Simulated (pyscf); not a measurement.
HO–SiH₂–O–SiH₃ + hydrogen fluoride (HF) + hydrogen fluoride (HF) → F–SiH₂–O–SiH₃ + water (H₂O) + hydrogen fluoride (HF) (multi-bond step; singlet surface; O–Si, F–H, F–H broken, F–Si, H–O, F–H formed). Structures and frequencies: ωB97X-D3(BJ)/def2-SVP in PySCF. Energies in kcal/mol from the separated reactants.

```json
[
 {"level": "PBE/def2-TZVP", "barrier": "?", "reaction energy": "-10.1"},
 {"level": "B3LYP-D3(BJ)/def2-TZVP", "barrier": "-4.6", "reaction energy": "-10.3"},
 {"level": "PBE0-D3(BJ)/def2-TZVP", "barrier": "-6.2", "reaction energy": "-9.5"},
 {"level": "M06-2X/def2-TZVP", "barrier": "-6.1", "reaction energy": "-9.8"},
 {"level": "ωB97M-D3(BJ)/def2-TZVP", "barrier": "-4.1", "reaction energy": "-10.1"},
 {"level": "HF/def2-TZVP", "barrier": "?", "reaction energy": "?"}
]
```

### Question
What belongs in the gaps?

### Answer

- PBE/def2-TZVP, barrier: -7.9
- HF/def2-TZVP, barrier: 19.9
- HF/def2-TZVP, reaction energy: -11.5

On the reactant side the descent ends in a bound adduct, 19.0 kcal/mol under the separated species and 15.2 kcal/mol under the saddle at ωB97X-D3(BJ)/def2-TZVP. On the product side the descent ends in a bound adduct (not fully relaxed), 11.8 kcal/mol under the separated species and 17.8 kcal/mol under the saddle at ωB97X-D3(BJ)/def2-TZVP. At PBE, B3LYP-D3(BJ), PBE0-D3(BJ), M06-2X, ωB97M-D3(BJ) the saddle lies under the separated reactants, which points to a path from their complex (located at ωB97X-D3(BJ) alone). This is the saddle that the search found; another between the same sides may lie lower.
